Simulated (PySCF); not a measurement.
Compound: 3-methyl-1-pentene, C6H12.
SMILES: `C=C[C@H](C)CC`

Torsions of this conformer, `[CH2:1]=[CH:2][C@H:3]([CH3:4])[CH2:5][CH3:6]`: C1–C2–C3–C4 -117°, C2–C3–C5–C6 -62°.

The closed-shell ground state was solved at several levels (PySCF, density fitting, gas phase, non-relativistic). One conformer (not necessarily the lowest) at the PBE0-D3(BJ)/def2-SVP geometry, without solvent, vibrations or thermal averaging.

| level | basis functions | HOMO (eV) | LUMO (eV) | gap (eV) | dipole (D) |
| --- | --- | --- | --- | --- | --- |
| LC-wPBE/def2-SVPD | 216 | -10.13 | 2.60 | 12.73 | 0.34 |
| PBE0/aug-cc-pVDZ | 246 | -7.35 | 0.04 | 7.39 | 0.37 |
| PBE/def2-SVPD | 216 | -6.28 | -0.73 | 5.55 | 0.38 |
| CAM-B3LYP/def2-SVPD | 216 | -8.74 | 1.43 | 10.17 | 0.35 |
| PBE0/def2-SVPD | 216 | -7.40 | 0.31 | 7.71 | 0.36 |
| PBE0/6-31G* | 108 | -7.09 | 0.88 | 7.97 | 0.28 |
| HF/def2-SVPD | 216 | -9.80 | 2.84 | 12.64 | 0.35 |
| PBE0/6-31+G* | 132 | -7.31 | 0.29 | 7.60 | 0.35 |
| B3LYP/pcSseg-1 | 162 | -7.14 | 0.19 | 7.33 | 0.31 |
| wB97X-D/def2-SVPD | 216 | -9.25 | 2.14 | 11.39 | 0.36 |
| PBE0/def2-TZVP | 258 | -7.35 | 0.35 | 7.70 | 0.36 |
| B3LYP/pcJ-1 | 282 | -7.13 | 0.20 | 7.33 | 0.30 |
| B3LYP/def2-SVPD | 216 | -7.17 | 0.06 | 7.23 | 0.36 |

Problem. Estimate the row for BHandHLYP/def2-SVPD, a basis of 216 functions; the other rows only guide the guess.

Solution. HOMO -8.36 eV, LUMO 1.37 eV, gap 9.73 eV, dipole 0.35 D.

Problem. Over all these levels, which gives the widest orbital gap and which the narrowest?

Solution. LC-wPBE/def2-SVPD (range-separated hybrid) has the widest, 12.73 eV, and PBE/def2-SVPD (GGA) the narrowest, 5.55 eV. The two share the basis. From the narrowest to the widest the HOMO moves by -3.85 eV and the LUMO by +3.33 eV.

Problem. How much does the basis alone move the frontier levels among the 5 PBE0 rows?

Solution. The HOMO by 0.31 eV and the LUMO by 0.84 eV. By rising basis size (HOMO, LUMO in eV): 6-31G* -7.09, 0.88; 6-31+G* -7.31, 0.29; def2-SVPD -7.40, 0.31; aug-cc-pVDZ -7.35, 0.04; def2-TZVP -7.35, 0.35.

Problem. In the def2-SVPD basis, how does the gap go with the fixed share of exact exchange?

Solution. PBE (0 %) 5.55 eV; B3LYP (20 %) 7.23 eV; PBE0 (25 %) 7.71 eV; BHandHLYP (50 %) 9.73 eV; HF (100 %) 12.64 eV. Each rise in the share widens the gap here.

Problem. How far do the dipole and the HOMO energy spread over the levels?

Solution. The dipole runs from 0.28 to 0.38 D (mean 0.34 D) and the HOMO from -10.13 to -6.28 eV.
